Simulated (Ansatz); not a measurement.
Species, as SMILES: OCl (OH-Cl).
Atoms: O1, H2, Cl3. Bonds: O1-H2, O1-Cl3.

Basis-set convergence of the optimised O1-Cl3 bond length at MP2 with Ansatz (a program for electronic structure). The reference of a correlated method is not its basis-set limit, which lies further on. Cartesian d functions, on some or all atoms, in 6-31G*, 6-31+G*, 6-311G**, 6-311+G**; all else is spherical. Cores are frozen. No added dispersion term, no relativity. Reference: the value in aug-pcseg-3, 1.6824 Å, itself unsure by roughly 0.0010 Å (its mean distance from aug-cc-pV(Q+d)Z, def2-QZVPPD, pcseg-3). Deviations are taken from unrounded values.

```tsv
basis	functions	optimised O1-Cl3 bond length (Å)
6-31G*	36	1.7174
6-31+G*	44	1.7183
def2-SVP	37	1.7124
def2-SVPD	58	1.7242
pcseg-1	37	1.7361
aug-pcseg-1	59	1.7393
cc-pV(D+d)Z	42	1.7180
aug-cc-pV(D+d)Z	64	1.7209
6-311G**	51	1.7181
6-311+G**	59	1.7149
def2-TZVP	74	1.6896
def2-TZVPD	95	1.6901
pcseg-2	78	1.6905
aug-pcseg-2	119	1.6930
cc-pV(T+d)Z	83	1.6898
aug-cc-pV(T+d)Z	124	1.6900
def2-TZVPP	87	1.6894
def2-TZVPPD	108	1.6894
cc-pV(Q+d)Z	149	1.6842
aug-cc-pV(Q+d)Z	215	1.6836
def2-QZVPP	157	1.6839
def2-QZVPPD	178	1.6838
pcseg-3	157	1.6822
aug-pcseg-3	223	1.6824
```

What the diffuse functions change, pair by pair:
- 6-31G* to 6-31+G*: 8 more functions, deviation 0.0350 to 0.0359 Å
- def2-SVP to def2-SVPD: 21 more functions, deviation 0.0301 to 0.0419 Å
- pcseg-1 to aug-pcseg-1: 22 more functions, deviation 0.0538 to 0.0569 Å
- cc-pV(D+d)Z to aug-cc-pV(D+d)Z: 22 more functions, deviation 0.0357 to 0.0385 Å
- 6-311G** to 6-311+G**: 8 more functions, deviation 0.0358 to 0.0325 Å
- def2-TZVP to def2-TZVPD: 21 more functions, deviation 0.0072 to 0.0077 Å
- pcseg-2 to aug-pcseg-2: 41 more functions, deviation 0.0082 to 0.0107 Å
- cc-pV(T+d)Z to aug-cc-pV(T+d)Z: 41 more functions, deviation 0.0074 to 0.0077 Å
- def2-TZVPP to def2-TZVPPD: 21 more functions, deviation 0.0071 to 0.0071 Å
- cc-pV(Q+d)Z to aug-cc-pV(Q+d)Z: 66 more functions, deviation 0.0019 to 0.0013 Å
- def2-QZVPP to def2-QZVPPD: 21 more functions, deviation 0.0016 to 0.0015 Å
- pcseg-3 to aug-pcseg-3: 66 more functions, deviation -0.0002 to 0.0000 Å

Leaving out the reference's own pair, they bring the value nearer the reference by more than 0.0010 Å in 1 of 11 pairs.
